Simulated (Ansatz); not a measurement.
# H4N2Si: the cost of one run

Computed with Ansatz 0.2.0, Gaussian basis. Level: RKS PBE-D4/def2-SVP.

Levels: PBE-D4, revPBE-D4, BLYP-D4, r2SCAN-D4, B97M-V, PBE0-D4, B3LYP-D4, HSE06-D4, wB97X-V, wB97M-V, B2PLYP, Hartree-Fock, MP2, CCSD, CCSD(T). The reference is CCSD(T) extrapolated to the basis limit.

Correlated methods freeze the cores. B3LYP uses VWN-RPA correlation. B2PLYP carries no dispersion term here.

176 further runs of the same task are left out: 176 set aside as unsound or not needed.

## 1. Where the work starts

The pair, from a GFN2-xTB docking trial: 7 atoms, charge 0, spin multiplicity 1.

Atoms are counted from 1 here; the program's logs count them from 0.

Bond lengths: N1–N2 1.098 Å, Si3–H4 1.460 Å, Si3–H5 1.460 Å, Si3–H6 1.461 Å, Si3–H7 1.461 Å. Angles: H4–Si3–H5 109.8°, H4–Si3–H6 109.4°, H4–Si3–H7 109.6°, H5–Si3–H6 109.3°, H5–Si3–H7 109.5°, H6–Si3–H7 109.2°.

Coordinates:

```xyz
7
charge 0, multiplicity 1
N    -0.02920    0.02130   -3.21600
N     0.33040   -0.14520   -2.19190
Si   -0.05840    0.02410    1.07980
H     0.77050   -1.15450    0.84390
H     0.60180    1.20890    0.53810
H    -0.26020    0.19680    2.51660
H    -1.35490   -0.15130    0.42950
```

Atoms 1 to 2 are fragment A (N2), the rest fragment B (SiH4).

## 2. A first relaxation in a small basis

File pre/in.yaml:

```yaml
crystal:
  periodic: [false, false, false]
  atoms:
    - {symbol: N, position_ang: [-0.029200, 0.021300, -3.216000]}
    - {symbol: N, position_ang: [0.330400, -0.145200, -2.191900]}
    - {symbol: Si, position_ang: [-0.058400, 0.024100, 1.079800]}
    - {symbol: H, position_ang: [0.770500, -1.154500, 0.843900]}
    - {symbol: H, position_ang: [0.601800, 1.208900, 0.538100]}
    - {symbol: H, position_ang: [-0.260200, 0.196800, 2.516600]}
    - {symbol: H, position_ang: [-1.354900, -0.151300, 0.429500]}
basis:
  gaussian: {orbitals: def2-SVP}
hamiltonian: {xc: pbe, dispersion: d4}
relax: {f_tol: 0.03, max_steps: 250}
```

On the command line:

```bash
$ ansatz run in.yaml --threads 2 --pin off --events-out ev --progress --plain --max-ram 5222MiB
```

**Question.** How long does this run take on 2 threads of Arm Neoverse V2, shared host?

About 3.8 s.
